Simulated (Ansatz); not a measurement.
**BH− (quartet): from Hartree-Fock to the top rungs at distance B1–H2 = 2.262 Å, aug-cc-pVTZ**

One table from this session's results is given with a row withheld; the runs are named, their logs left out.

The runs use Ansatz 0.2.0, Gaussian basis; aug-cc-pVTZ, core rule «outside noble gas», up to 1 orbitals frozen.

The runs, in order: UHF; CCSD(T) on ROHF; CCSD(T) on UHF; BCCD(T) on ROHF; CCSDT(Q) on ROHF; CCSDT(Q) on UHF; CASSCF and MRCISD+Q, 5 electrons in 5 orbitals; CASSCF and NEVPT2, 5 electrons in 5 orbitals.

9 further runs of the same task are left out: 9 that didn't finish.

## The geometry

The geometry derives from a PBE0/def2-TZVPD stationary point (not a proven minimum). One bond is set to the value named and the two fragments are kept rigid.

2 atoms, charge -1, spin multiplicity 4.

Atoms are counted from 1 here; the program's logs count them from 0.

No contacts short enough for the rule that draws bonds.

Set-up of the first run:

in.yaml

```yaml
crystal:
  periodic: [false, false, false]
  atoms:
    - {symbol: B, position_ang: [0.000000, 0.000000, 0.000000]}
    - {symbol: H, position_ang: [0.000000, 0.000000, 2.262000]}
basis:
  gaussian: {orbitals: aug-cc-pVTZ}
total_charge: -1
magnetization: {spin_polarized: true, initial_magnetization: 3}
hamiltonian: {xc: hf}
output: {orbitals: {seedname: orbitals}}
```

Started as:

```console
$ ansatz run in.yaml --threads 1 --pin off --events-out ev --progress --plain --max-ram 2816MiB --backend cpu
```

Among the steps run: UHF; CCSD(T) on ROHF; CCSD(T) on UHF; BCCD(T) on ROHF; CCSDT(Q) on ROHF; CCSDT(Q) on UHF; CASSCF and MRCISD+Q, 5 electrons in 5 orbitals; CASSCF and NEVPT2, 5 electrons in 5 orbitals.

One of the session's tables, all rows but one given; the rest of the session is left out.

```
          method  from UCCSDT(Q) (kJ/mol)
            ROHF                   +267.8
             UHF                   +249.1
            RMP2                    +77.9
            UMP2                    +79.1
           RCCSD                    +17.3
           UCCSD                    +16.8
        RCCSD(T)                     +4.4
        UCCSD(T)                     +4.5
         BCCD(T)                     +4.7
          RCCSDT                     +0.7
          UCCSDT                     +0.6
       RCCSDT(Q)                     +0.1
       UCCSDT(Q)                        0
  CASSCF valence                   +203.4
  NEVPT2 valence                    +63.9
  MRCISD valence                        ?
MRCISD+Q valence                     +6.9
```

**Question.** Estimate the row for MRCISD valence.

As computed: from UCCSDT(Q) (kJ/mol): +19.9. In the column «from UCCSDT(Q) (kJ/mol)» it lies between RCCSD (+17.3) and NEVPT2 valence (+63.9).

To keep in mind: Restricted and unrestricted rows rest on different reference determinants; where their highest levels disagree by more than a few hundredths of an eV, they describe different states and don't form one ladder.
